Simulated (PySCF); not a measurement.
C₂H₆O, triplet, at the geometry of the source list (a higher spin typed on purpose: for a closed-shell molecule this is an excited state) (in this run its highest filled SCF level lies above zero, so its values depend strongly on the basis, on diffuse functions most of all); TPSS/3-21G (PySCF).

Input for PySCF:
```python
from pyscf import gto, scf, dft

mol = gto.Mole()
mol.atom = '''
    C    -0.869300    0.226800    0.204600
    C     0.390900   -0.354800   -0.427200
    O     1.555500    0.358500   -0.078500
    H    -1.741900   -0.324600   -0.133500
    H    -0.980100    1.270700   -0.076700
    H    -0.816500    0.162100    1.290600
    H     0.493600   -1.413800   -0.145600
    H     0.333900   -0.291700   -1.516100
    H     1.633800    0.366700    0.882300
'''
mol.basis = '3-21g'
mol.charge = 0
mol.spin = 2
mol.verbose = 4
mol.build()

mf = dft.UKS(mol)
mf.xc = 'tpss'
mf.kernel()
mf.analyze()
```

What the program printed (banner, timings and long lists left out):

```
PySCF version 2.14.0

[INPUT] verbose = 4
[INPUT] num. atoms = 9
[INPUT] num. electrons = 26
[INPUT] charge = 0
[INPUT] spin (= nelec alpha-beta = 2S) = 2
[INPUT] symmetry False subgroup None
[INPUT] Mole.unit = angstrom
[INPUT] Symbol           X                Y                Z      unit          X                Y                Z       unit  Magmom
[...]
nuclear repulsion = 81.9370502168237
number of shells = 27
number of NR pGTOs = 63
number of NR cGTOs = 39
basis = 3-21g
ecp = {}

******** <class 'pyscf.dft.uks.UKS'> ********
method = UKS
initial guess = minao
damping factor = 0
level_shift factor = 0
DIIS = <class 'pyscf.scf.diis.CDIIS'>
diis_start_cycle = 1
diis_space = 8
diis_damp = 0
SCF conv_tol = 1e-09
SCF conv_tol_grad = None
SCF max_cycles = 50
direct_scf = True
direct_scf_tol = 1e-13
number electrons alpha = 14  beta = 12
XC library pyscf.dft.libxc version 7.1.2
    S. Lehtola, C. Steigemann, M. J. T. Oliveira, and M. A. L. Marques,  SoftwareX 7, 1–5 (2018)
XC functionals = tpss
    J. Tao, J. P. Perdew, V. N. Staroverov, and G. E. Scuseria,  Phys. Rev. Lett. 91, 146401 (2003)
    J. P. Perdew, J. Tao, V. N. Staroverov, and G. E. Scuseria,  J. Chem. Phys. 120, 6898 (2004)
    J. Tao, J. P. Perdew, V. N. Staroverov, and G. E. Scuseria,  Phys. Rev. Lett. 91, 146401 (2003)
    J. P. Perdew, J. Tao, V. N. Staroverov, and G. E. Scuseria,  J. Chem. Phys. 120, 6898 (2004)
radial grids:
    Treutler-Ahlrichs [JCP 102, 346 (1995); DOI:10.1063/1.469408] (M4) radial grids

becke partition: Becke, JCP 88, 2547 (1988); DOI:10.1063/1.454033
pruning grids: <function nwchem_prune>
grids dens level: 3
symmetrized grids: False
atomic radii adjust function: <function treutler_atomic_radii_adjust>
small_rho_cutoff = 0
Set gradient conv threshold to 3.16228e-05
tot grids = 101168
init E= -154.185344806154

cycle= 1 E= -153.872938425779  delta_E= 0.312  |g|= 0.288  |ddm|= 3.59

cycle= 2 E= -153.743127416135  delta_E= 0.13  |g|= 0.597  |ddm|=    3

cycle= 3 E= -153.906350003054  delta_E= -0.163  |g|= 0.141  |ddm|= 3.68

cycle= 4 E= -153.918684706809  delta_E= -0.0123  |g|= 0.0576  |ddm|= 0.763

cycle= 5 E= -153.920301518611  delta_E= -0.00162  |g|= 0.0178  |ddm|= 0.238

cycle= 6 E= -153.920563409238  delta_E= -0.000262  |g|= 0.00645  |ddm|= 0.179

cycle= 7 E= -153.92058613607  delta_E= -2.27e-05  |g|= 0.00229  |ddm|= 0.0374

cycle= 8 E= -153.920590096826  delta_E= -3.96e-06  |g|= 0.000456  |ddm|= 0.0123

cycle= 9 E= -153.920590322063  delta_E= -2.25e-07  |g|= 0.000112  |ddm|= 0.00461

cycle= 10 E= -153.920590335563  delta_E= -1.35e-08  |g|= 2.37e-05  |ddm|= 0.000682

cycle= 11 E= -153.92059033617  delta_E= -6.07e-10  |g|= 6.6e-06  |ddm|= 7.73e-05

Extra cycle  E= -153.920590336169  delta_E= 9.66e-13  |g|= 7.75e-06  |ddm|= 7.66e-05
converged SCF energy = -153.920590336169  <S^2> = 2.0021017  2S+1 = 3.0014008
**** SCF Summaries ****
Total Energy =                        -153.920590336168914
Nuclear Repulsion Energy =              81.937050216823721
One-electron Energy =                 -369.372656355482320
Two-electron Energy =                  133.515015802489700
Two-electron Coulomb Energy =          155.112397394299052
DFT Exchange-Correlation Energy =      -21.597381591809338
**** MO energy ****
                             alpha | beta                alpha | beta
[...]
To work with the spin densities directly, `use mulliken_meta_spin()` only printing them here.

 ** Mulliken spin pop alpha/beta on meta-lowdin orthogonal AOs **
 ** Mulliken Spin Density (per AO)  **
spin_pop of  0 C 1s       -0.00000
spin_pop of  0 C 2s        0.01241
spin_pop of  0 C 3s        0.00035
spin_pop of  0 C 2px       0.05935
spin_pop of  0 C 2py       0.00841
spin_pop of  0 C 2pz       0.01220
spin_pop of  0 C 3px       0.00512
spin_pop of  0 C 3py       0.00008
spin_pop of  0 C 3pz       0.00041
spin_pop of  1 C 1s       -0.00000
spin_pop of  1 C 2s       -0.00275
spin_pop of  1 C 3s        0.00012
spin_pop of  1 C 2px       0.07372
spin_pop of  1 C 2py       0.07045
spin_pop of  1 C 2pz       0.01577
spin_pop of  1 C 3px       0.00665
spin_pop of  1 C 3py       0.00463
spin_pop of  1 C 3pz       0.00125
spin_pop of  2 O 1s       -0.00001
spin_pop of  2 O 2s        0.11941
spin_pop of  2 O 3s        0.00678
spin_pop of  2 O 2px       0.26230
spin_pop of  2 O 2py       0.58455
spin_pop of  2 O 2pz       0.07529
spin_pop of  2 O 3px       0.00060
spin_pop of  2 O 3py       0.00055
spin_pop of  2 O 3pz       0.00457
spin_pop of  3 H 1s        0.05369
spin_pop of  3 H 2s        0.00356
spin_pop of  4 H 1s        0.00191
spin_pop of  4 H 2s        0.00121
spin_pop of  5 H 1s       -0.00174
spin_pop of  5 H 2s        0.00743
spin_pop of  6 H 1s        0.09922
spin_pop of  6 H 2s        0.01091
spin_pop of  7 H 1s       -0.00535
spin_pop of  7 H 2s        0.00287
spin_pop of  8 H 1s        0.43736
spin_pop of  8 H 2s        0.06671
 ** Mulliken Spin Density (per atom)  **
spin density of  0 C =      0.09833
spin density of  1 C =      0.16984
spin density of  2 O =      1.05404
spin density of  3 H =      0.05725
spin density of  4 H =      0.00312
spin density of  5 H =      0.00570
spin density of  6 H =      0.11013
spin density of  7 H =     -0.00248
spin density of  8 H =      0.50407
 ** Mulliken pop alpha/beta on meta-lowdin orthogonal AOs **
 ** Mulliken pop       alpha | beta **
[...]
In total            14.00000 | 12.00000
 ** Mulliken atomic charges   ( Nelec_alpha | Nelec_beta ) **
charge of  0C =     -0.27693  (     3.18763      3.08930 )
charge of  1C =     -0.06208  (     3.11596      2.94612 )
charge of  2O =     -0.10079  (     4.57742      3.52337 )
charge of  3H =      0.08167  (     0.48779      0.43054 )
charge of  4H =      0.11199  (     0.44556      0.44244 )
charge of  5H =      0.10755  (     0.44907      0.44338 )
charge of  6H =      0.12231  (     0.49391      0.38378 )
charge of  7H =      0.10689  (     0.44532      0.44779 )
charge of  8H =     -0.09062  (     0.79735      0.29328 )
Dipole moment(X, Y, Z, Debye): -1.57520, -0.78587, -1.28302
```
